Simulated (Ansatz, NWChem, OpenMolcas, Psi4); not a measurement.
AlCl (aluminium monochloride): methods side by side

The species is AlCl (2 atoms), meant as a singlet with charge 0. As SMILES, `[Al][Cl]`. Geometry: the measured bond length.

```xyz
2

Al    0.0000    0.0000    0.0000
Cl    0.0000    0.0000    2.1301
```

Each level gives the energy change with the Al1–Cl2 bond stretched from 2.130 to 3.195 Å (eV). The values are calculated.

```
                            level                    kind     program  value (eV)  CPU time (all runs)
   SVWN5/aug-cc-pVTZ (restricted)                     LDA  OpenMolcas        2.03                 20 s
    BLYP/aug-cc-pVTZ (restricted)                     GGA        Psi4        1.67              1.9 min
  r2SCAN/aug-cc-pVTZ (restricted)                meta-GGA  OpenMolcas        2.01                 35 s
  M06-2X/aug-cc-pVTZ (restricted)         hybrid meta-GGA      NWChem        2.00              1.9 min
   wB97X/aug-cc-pVTZ (restricted)  range-separated hybrid      NWChem        2.03              4.1 min
PBE-QIDH/aug-cc-pVTZ (restricted)           double hybrid      Ansatz        2.12                9.9 s
     MP2/aug-cc-pVTZ (restricted)     perturbation theory      NWChem        2.05              3.6 min
    CCSD/aug-cc-pVTZ (restricted)   coupled cluster or CI      Ansatz        2.05                 10 s
                       FCI/STO-3G      exact in the basis  OpenMolcas        2.84                  4 s
```

The first shape isn't each level's own minimum. The values span 1.67 to 2.84 eV. High-level rows in very small sets aren't better than simpler rows in larger ones. CPU times are rough (shared hosts, several kinds of processor): they show what a rung costs within a factor of a few.
